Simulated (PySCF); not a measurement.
Compound: methylidynephosphane, CHP.
Atom-mapped SMILES: `[CH:1]#[P:2]` (hydrogens: H3 on C1)

All values: B3LYP/def2-SVPD (PySCF, non-relativistic), on one gas-phase PBE0-D3(BJ)/def2-SVP geometry that isn't relaxed in the solvent. The solvent is an IEF-PCM continuum (cavity from Bondi-type radii × 1.2), and excitations are vertical TDDFT with non-equilibrium linear response and a frozen core. Only the electrostatic response of the medium enters.

Gas-phase singlets (H = HOMO, L = LUMO):

```
state  E (eV)  λ (nm)      f  leading configurations
   S1   4.545     273  0.000    H-1→L 45%, H→L+1 45%
   S2   4.834     256  0.000    H→L 50%, H-1→L+1 50%
   S3   4.834     256  0.000    H→L+1 50%, H-1→L 50%
   S4   7.368     168  0.010   H-2→L+1 80%, H-2→L 9%
   S5   7.368     168  0.010   H-2→L 80%, H-2→L+1 9%
```

Question: Give the list for chloroform (ε = 4.711), n² = 2.09.

Answer: 
| state | E (eV) | λ (nm) | f | leading configurations | change by rank (eV) |
| --- | --- | --- | --- | --- | --- |
| S1 | 4.587 | 270 | 0.000 | H→L 50%, H-1→L+1 50% | +0.042 |
| S2 | 4.844 | 256 | 0.000 | H-1→L+1 50%, H→L 50% | +0.010 |
| S3 | 4.844 | 256 | 0.000 | H→L+1 50%, H-1→L 50% | +0.010 |
| S4 | 7.288 | 170 | 0.022 | H-2→L 93% | -0.080 |
| S5 | 7.288 | 170 | 0.022 | H-2→L+1 93% | -0.080 |

Question: How do the frontier levels move from gas to chloroform?

Answer: 
```json
{"orbital": "LUMO+2", "gas (eV)": "0.91", "solvent (eV)": "0.97", "change (eV)": "+0.06", "Löwdin shares, gas": "C1 56 %, P2 22 %, H3 22 %", "Löwdin shares, solvent": "C1 58 %, P2 28 %, H3 14 %"}
{"orbital": "LUMO+1", "gas (eV)": "-1.50", "solvent (eV)": "-1.44", "change (eV)": "+0.06", "Löwdin shares, gas": "P2 55 %, C1 40 %, H3 4 %", "Löwdin shares, solvent": "P2 56 %, C1 41 %"}
{"orbital": "LUMO", "gas (eV)": "-1.50", "solvent (eV)": "-1.44", "change (eV)": "+0.06", "Löwdin shares, gas": "P2 55 %, C1 40 %, H3 4 %", "Löwdin shares, solvent": "P2 56 %, C1 41 %"}
{"orbital": "HOMO", "gas (eV)": "-7.80", "solvent (eV)": "-7.79", "change (eV)": "+0.01", "Löwdin shares, gas": "C1 50 %, P2 44 %, H3 6 %", "Löwdin shares, solvent": "C1 50 %, P2 44 %, H3 6 %"}
{"orbital": "HOMO-1", "gas (eV)": "-7.80", "solvent (eV)": "-7.79", "change (eV)": "+0.01", "Löwdin shares, gas": "C1 50 %, P2 44 %, H3 6 %", "Löwdin shares, solvent": "C1 50 %, P2 44 %, H3 6 %"}
{"orbital": "HOMO-2", "gas (eV)": "-9.85", "solvent (eV)": "-9.78", "change (eV)": "+0.07", "Löwdin shares, gas": "P2 73 %, C1 23 %", "Löwdin shares, solvent": "P2 73 %, C1 23 %"}
{"orbital": "HOMO-3", "gas (eV)": "-14.71", "solvent (eV)": "-14.59", "change (eV)": "+0.12", "Löwdin shares, gas": "C1 47 %, H3 32 %, P2 21 %", "Löwdin shares, solvent": "C1 47 %, H3 32 %, P2 21 %"}
```

The HOMO–LUMO gap goes from 6.31 to 6.35 eV. Shares within a degenerate set are those of one arbitrary member.
